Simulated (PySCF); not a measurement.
## C4H6O: calculation against experiment

**Measured values to compare with.**

From NIST CCCBDB Release 22 (SRD 101), experimental dipoles, for the gas: dipole moment 1.32 D.

How close the calculation comes is told at the end.

Species: C4H6O.
Atom-mapped SMILES: `[CH:1]1=[CH:2][CH2:3][O:4][CH2:5]1` (hydrogens: H6 on C1; H7 on C2; H8, H9 on C3; H10, H11 on C5)

Structure used (PBE0-D3(BJ)/def2-SVP), in Å, numbered top down from 1:
```
atom  x, y, z in Å
C1    -0.7428    0.8090   -0.1939
C2     0.5551    0.9649    0.0616
C3     1.1854   -0.3785    0.2617
O4     0.1371   -1.3073    0.1022
C5    -1.0768   -0.6506   -0.1839
H6    -1.4707    1.5995   -0.3843
H7     1.1000    1.9086    0.1220
H8     1.6425   -0.4799    1.2669
H9     1.9920   -0.5742   -0.4741
H10   -1.8406   -0.8994    0.5805
H11   -1.4812   -0.9920   -1.1587
```

The PySCF runs (gas phase, on this PBE0-D3(BJ)/def2-SVP geometry; no spin–orbit coupling):

```csv
level,job,basis functions
PBE0/pcSseg-1,"shieldings, ring-centre shieldings, charges and field gradients",115
wB97X-D/pcSseg-2,"shieldings, ring-centre shieldings",264
PBE0/def2-SVPD,"10 singlets by full TDDFT, 4 Tamm–Dancoff triplets, polarisability, ΔSCF ions",151
B3LYP/def2-SVPD,"10 singlets by full TDDFT, 4 Tamm–Dancoff triplets, polarisability, ΔSCF ions",151
BHandHLYP/def2-SVPD,"10 singlets by full TDDFT, 4 Tamm–Dancoff triplets, polarisability, ΔSCF ions",151
HF/def2-SVPD,"10 singlets by TDHF, 4 Tamm–Dancoff triplets, polarisability, ΔSCF ions",151
LC-wPBE/def2-SVPD,"10 singlets by full TDDFT, 4 Tamm–Dancoff triplets, polarisability, ΔSCF ions",151
LDA/def2-SVPD,"10 singlets by full TDDFT, 4 Tamm–Dancoff triplets, polarisability, ΔSCF ions",151
PBE/def2-SVPD,"10 singlets by full TDDFT, 4 Tamm–Dancoff triplets, polarisability, ΔSCF ions",151
PBE0/6-31G*,"10 singlets by full TDDFT, 4 Tamm–Dancoff triplets, polarisability",82
wB97X-D/def2-SVPD,"10 singlets by full TDDFT, 4 Tamm–Dancoff triplets, polarisability, ΔSCF ions",151
B3LYP/pcJ-1,"spin–spin couplings from 10 perturbed nuclei, spin–dipole term left out",195
```

All basis functions are spherical.

## Comparison

**Dipole moment.** Measured: 1.32 D (NIST CCCBDB Release 22 (SRD 101), experimental dipoles).

```json
{"level": "PBE0/pcSseg-1", "computed (D)": "1.67", "computed − measured (D)": "+0.35", "% (from the printed values)": "+27"}
{"level": "wB97X-D/pcSseg-2", "computed (D)": "1.62", "computed − measured (D)": "+0.30", "% (from the printed values)": "+23"}
{"level": "PBE0/def2-SVPD", "computed (D)": "1.60", "computed − measured (D)": "+0.28", "% (from the printed values)": "+21"}
{"level": "B3LYP/def2-SVPD", "computed (D)": "1.63", "computed − measured (D)": "+0.31", "% (from the printed values)": "+23"}
{"level": "BHandHLYP/def2-SVPD", "computed (D)": "1.71", "computed − measured (D)": "+0.39", "% (from the printed values)": "+30"}
{"level": "HF/def2-SVPD", "computed (D)": "1.77", "computed − measured (D)": "+0.45", "% (from the printed values)": "+34"}
{"level": "LC-wPBE/def2-SVPD", "computed (D)": "1.68", "computed − measured (D)": "+0.36", "% (from the printed values)": "+27"}
{"level": "LDA/def2-SVPD", "computed (D)": "1.55", "computed − measured (D)": "+0.23", "% (from the printed values)": "+17"}
{"level": "PBE/def2-SVPD", "computed (D)": "1.53", "computed − measured (D)": "+0.21", "% (from the printed values)": "+16"}
{"level": "PBE0/6-31G*", "computed (D)": "1.66", "computed − measured (D)": "+0.34", "% (from the printed values)": "+26"}
{"level": "wB97X-D/def2-SVPD", "computed (D)": "1.63", "computed − measured (D)": "+0.31", "% (from the printed values)": "+23"}
{"level": "B3LYP/pcJ-1", "computed (D)": "1.69", "computed − measured (D)": "+0.37", "% (from the printed values)": "+28"}
```

12 of the 16 levels run are shown, the closest and the furthest among them. Closest is PBE/def2-SVPD (+0.21 D), furthest HF/def2-SVPD (+0.45 D); one molecule doesn't rank methods. All 16 levels lie above the measurement. The computed dipoles belong to one fixed geometry; measured ones are averaged over vibrations unless marked μe. Magnitudes are compared, not signs.

No measured geometry was used, and the causes of the misses weren't examined.
